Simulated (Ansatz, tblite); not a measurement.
**The cluster Cs2H2: one state, many levels**

An exercise on one series of results from a longer session: the logs are not shown, and one member is left open.

Program: Ansatz 0.2.0, Gaussian basis. Level of theory: as each input shows. These are calculated values, not measurements.

The runs, in order: GFN1-xTB, GFN2-xTB, PBE-D4/def2-TZVP, r2SCAN-D4/def2-TZVP, PBE-QIDH/def2-TZVP, r2SCANh-D4/def2-TZVP, B97M-V/def2-TZVP, LDA/def2-TZVP, r2SCAN0-D4/def2-TZVP, PBE-D4/def2-SVP, PBE0-D4/def2-SVP, PBE0-D4/def2-TZVPD, PBE-D4/def2-TZVPD, r2SCAN-D4/def2-TZVPD, CCSD(T)/def2-TZVPP, MP2/def2-TZVP, RPA/def2-TZVP, CCSD(T)/def2-TZVPD.

1 further run of the same task is left out (set aside as unsound or not needed).

## The structure

The singlet was relaxed beforehand with PBE0-D4/def2-TZVP. At that level it is the lowest of the isomers that a small search found.

4 atoms, charge 0, spin multiplicity 1.

Bond lengths: Cs1–Cs2 4.242 Å, Cs1–H3 2.729 Å, Cs1–H4 2.728 Å, Cs2–H3 2.729 Å, Cs2–H4 2.728 Å. Angles: Cs2–Cs1–H3 39.0°, Cs2–Cs1–H4 39.0°, H3–Cs1–H4 78.0°, Cs1–Cs2–H3 39.0°, Cs1–Cs2–H4 39.0°, H3–Cs2–H4 78.0°, Cs1–H3–Cs2 102.0°, Cs1–H4–Cs2 102.0°.

Cs takes a core potential in the def2 sets. No spin-orbit coupling is included.

PBE0-D4/def2-TZVP was run before; its log isn't repeated, and its numbers join the tables.

Set-up of the first run:

Tight binding, by tblite at 300 K electronic temperature and without a spin-polarisation term:

```python
tblite.interface.Calculator('GFN1-xTB', numbers, positions, charge=0, uhf=0).singlepoint()
```

Tight binding, by tblite at 300 K electronic temperature and without a spin-polarisation term:

```python
tblite.interface.Calculator('GFN2-xTB', numbers, positions, charge=0, uhf=0).singlepoint()
```

start.molden holds the orbitals of an earlier run on this state, given as this run's starting guess.

Contents of in.yaml:

```yaml
crystal:
  periodic: [false, false, false]
  atoms:
    - {symbol: Cs, position_ang: [-2.103064, -0.261803, 0.079976]}
    - {symbol: Cs, position_ang: [2.102952, 0.262342, -0.079091]}
    - {symbol: H, position_ang: [0.216383, -1.699341, 0.118430]}
    - {symbol: H, position_ang: [-0.216271, 1.698791, -0.119314]}
basis:
  gaussian: {orbitals: def2-TZVP, initial_orbitals: start.molden}
hamiltonian: {xc: pbe, dispersion: d4}
scf: {omitted_lower_state_checks: [starts]}
output: {orbitals: {seedname: orbitals}}
```

Run with:

```console
ansatz run in.yaml --threads 4 --pin off --events-out ev --progress --plain --max-ram 3916MiB
```

Steps of the session up to this table: PBE-D4/def2-TZVP; r2SCAN-D4/def2-TZVP; PBE-QIDH/def2-TZVP; r2SCANh-D4/def2-TZVP; B97M-V/def2-TZVP; LDA/def2-TZVP; r2SCAN0-D4/def2-TZVP; PBE-D4/def2-SVP; PBE0-D4/def2-SVP; PBE0-D4/def2-TZVPD; PBE-D4/def2-TZVPD; r2SCAN-D4/def2-TZVPD; CCSD(T)/def2-TZVPP; MP2/def2-TZVP; RPA/def2-TZVP; CCSD(T)/def2-TZVPD.

One table of the session follows, with a row left open; its other results are not shown here.

| level | HOMO (eV) | LUMO (eV) | gap (eV) |
| --- | --- | --- | --- |
| LDA/def2-TZVP | -3.29 | -0.92 | 2.38 |
| PBE-D4/def2-SVP | -3.03 | -0.92 | 2.12 |
| PBE-D4/def2-TZVP | -3.16 | -0.87 | 2.29 |
| PBE-D4/def2-TZVPD | -3.14 | -0.87 | 2.28 |
| r2SCAN-D4/def2-TZVP | -3.21 | -0.28 | 2.94 |
| r2SCAN-D4/def2-TZVPD | -3.20 | -0.25 | 2.94 |
| B97M-V/def2-TZVP | -3.35 | -0.75 | 2.60 |
| r2SCANh-D4/def2-TZVP | -3.58 | -0.21 | 3.38 |
| PBE0-D4/def2-SVP | ? | ? | ? |
| PBE0-D4/def2-TZVP | -4.08 | -0.43 | 3.65 |
| PBE0-D4/def2-TZVPD | -4.07 | -0.42 | 3.64 |
| r2SCAN0-D4/def2-TZVP | -4.15 | -0.11 | 4.04 |

Q: Estimate the row for PBE0-D4/def2-SVP from the others.

**Answer.** HOMO (eV): -3.94; LUMO (eV): -0.46; gap (eV): 3.48. In the column «HOMO (eV)» it lies between PBE0-D4/def2-TZVPD (-4.07) and r2SCANh-D4/def2-TZVP (-3.58).
